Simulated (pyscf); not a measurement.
# Hydrogen abstraction: H₂N–NH₂ + H• → •HN–NH₂ + H₂

Gas phase, doublet surface, charge 0. Bonds broken: N1–H3. Bonds formed: H3–H7. PySCF, gas phase, ωB97X-D3(BJ)/def2-SVP geometries.

Transition state (Å):

```xyz
7

N     -0.7797     0.2461     0.2256
N      0.5711    -0.0222     0.0363
H     -1.4146    -0.6484     0.1464
H     -1.0971     0.8419    -0.5419
H      0.7761    -0.6111    -0.7738
H      0.9482    -0.4674     0.8696
H     -1.9442    -1.5551    -0.4313
```

One imaginary mode, 855i cm⁻¹; descent along it reached the two sides named.

| bond | change | reactant side (Å) | saddle | product side |
|---|---|---|---|---|
| N1–H3 | breaks | 1.021 | 1.100 | 2.437 |
| H3–H7 | forms | 3.0 | 1.198 | 0.764 |

Electronic energies relative to the separated reactants (kcal/mol):

```csv
level,barrier,reaction energy,reverse barrier
ωB97X-D3(BJ)/def2-TZVP,4.8,-21.2,26.0
PBE/def2-TZVP,-3.0,-21.8,18.8
r²SCAN/def2-TZVP,-3.6,-24.6,21.0
B3LYP-D3(BJ)/def2-TZVP,-1.8,-24.8,23.0
PBE0-D3(BJ)/def2-TZVP,1.2,-20.0,21.1
M06-2X/def2-TZVP,5.4,-19.8,25.2
ωB97M-D3(BJ)/def2-TZVP,4.4,-20.4,24.8
HF/def2-TZVP,14.6,-18.7,33.2
```

With ωB97M-D3(BJ)/def2-TZVP energies and thermal terms (ideal gas, 1 atm, RRHO with modes under 100 cm⁻¹ raised to 100, one conformer, R ln 2 for chiral ones without a mode under 150 cm⁻¹), in kcal/mol:

```csv
T (K),ΔH‡,ΔG‡,ΔH,ΔG
298,2.3,8.7,-22.3,-23.6
600,1.8,15.5,-22.1,-25.0
900,1.6,22.5,-22.3,-26.4
1200,1.5,29.4,-22.7,-27.7
```

At PBE, r²SCAN, B3LYP-D3(BJ) this geometry lies under the reactants; that is no barrier but a single point on another level's saddle; such a level's own saddle, if it has one, lies nearer that side and is low. One saddle was located; it need not be the lowest between these sides. The angle at the transferred H is 155°.
